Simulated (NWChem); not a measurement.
formaldehyde (CH₂O)

```xyz
4

C      0.0000     0.0000     0.5228
O      0.0000     0.0000    -0.6733
H     -0.9444     0.0000     1.1247
H      0.9444     0.0000     1.1247
```
Charge 0, spin multiplicity 1.

Program: NWChem. The geometry was optimised at PBE0/def2-SVP, a minimum by its harmonic frequencies.

Symmetry labels belong to the abelian group C2v used in the runs, with the axes of the coordinates shown.

Problem. List the lowest 4 singlet excitations that TD-PBE/def2-SVPD gives, with oscillator strengths.

Solution. 
```tsv
state	symmetry	energy (eV)	wavelength (nm)	f
1	a2	3.90	318	0.000
2	b1	6.55	189	0.037
3	a1	8.16	152	0.091
4	b1	8.19	151	0.045
```
